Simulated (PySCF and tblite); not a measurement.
Values are calculated unless marked as measured or tabulated.
C₃H₅NO, numbered as in [CH3:1][O:2][CH2:3][C:4]#[N:5]. The same 2 conformers on PBE0-D3(BJ)/def2-SVP geometries, with only the solvent of the single-point energies changed (functional PBE0, basis set def2-TZVP, D3(BJ) where defined; PySCF).

Torsions listed: C1–O2–C3–C4. Of a mirror pair one member is shown.

| conformer | shape | symmetry | dipole D |
| --- | --- | --- | --- |
| 1 | -68° | C1 (pair) | 3.30 |
| 2 | 180° | Cs | 4.74 |

Energies (kcal/mol) above conformer 1 and its weight at 298.15 K (thermal terms from GFN2-xTB):

```json
{"solvent": "gas phase", "E(2) − E(1)": "1.55", "weight of 1 (%)": "96", "dipole of 1 (D)": "3.30", "of 2": "4.74"}
{"solvent": "cyclohexane", "E(2) − E(1)": "1.36", "weight of 1 (%)": "95", "dipole of 1 (D)": "3.67", "of 2": "5.25"}
{"solvent": "chloroform", "E(2) − E(1)": "1.16", "weight of 1 (%)": "93", "dipole of 1 (D)": "3.98", "of 2": "5.67"}
{"solvent": "acetone", "E(2) − E(1)": "?", "weight of 1 (%)": "?", "dipole of 1 (D)": "?", "of 2": "?"}
{"solvent": "water", "E(2) − E(1)": "0.93", "weight of 1 (%)": "89", "dipole of 1 (D)": "4.27", "of 2": "6.07"}
```

Q: What does acetone give?

A: E(2) − E(1) = 0.98 kcal/mol, weight of conformer 1 90 %, dipoles 4.21 and 5.99 D.

Q: How much does the choice of solvent matter?

A: The widest range is that of E(2) − E(1), which runs from 0.93 (water) to 1.55 kcal/mol (gas phase), a spread of 0.62, against RT = 0.59. From gas phase to water conformer 2 gains, the one with the larger dipole, as a polar medium favours it.
